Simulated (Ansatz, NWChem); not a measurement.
## Worked example: the enthalpy of formation of CH3Cl (SMILES CCl)

The species is CH3Cl (5 atoms), meant as a singlet with charge 0. SMILES: `CCl`. The shape is that of a PBE0-D4/def2-TZVP optimisation.

Total energies at wB97X/def2-TZVPP (NWChem 7.3.0); the atoms run unrestricted:

```tsv
species	state	energy (Eh)
CH3Cl	singlet	-500.125747
C	triplet	-37.845979
Cl	doublet	-460.146792
H	doublet	-0.501393
```

Harmonic wavenumbers at PBE0-D4/def2-TZVP, in cm⁻¹: 756, 1030, 1030, 1378, 1477, 1477, 3084, 3186, 3186.

Measured heats of formation of the gaseous atoms at 298.15 K, in kJ/mol: C 716.9, Cl 121.3, H 218.0. Spin-orbit lowering of the atoms at 298 K (mean of the ground term's levels less their thermal mean, from spectra), in kJ/mol: C 0.02, Cl 3.44. Take 1 Eh = 2625.50 kJ/mol, 1 cm⁻¹ = 0.0119627 kJ/mol, RT = 2.479 kJ/mol.

Q: Work out the heat of formation of the gas at 298 K.

A: 
1. Electronic atomisation energy: (-37.845979) + (-460.146792) + 3 × (-0.501393) − (-500.125747) = 0.628797 Eh = 1650.9 kJ/mol.
2. Zero-point energy: half the sum of the wavenumbers, 8302 cm⁻¹ = 99.3 kJ/mol.
3. Thermal vibrational enthalpy, Σ hcν̃/(exp(hcν̃/kT) − 1): 0.5 kJ/mol. Translation, rotation and pV of a non-linear molecule: 4 RT = 9.9 kJ/mol.
4. The 5 free atoms carry 5/2 RT each: 31.0 kJ/mol.
5. Spin-orbit coupling lowers the free atoms by 0.02 + 3.44 = 3.5 kJ/mol.
6. Atomisation enthalpy at 298 K: 1650.9 − 3.5 − 99.3 − 0.5 − 9.9 + 31.0 = 1568.7 kJ/mol.
7. Sum of the atoms' heats of formation: 1492.2 kJ/mol. Heat of formation: 1492.2 − 1568.7 = -76.5 kJ/mol.

The tabulated value is -82.6 kJ/mol (Active Thermochemical Tables), so this level is off by +6.1 kJ/mol, or 0.4 % of the atomisation enthalpy. Anharmonicity and any spin-orbit splitting of the molecule are left out.
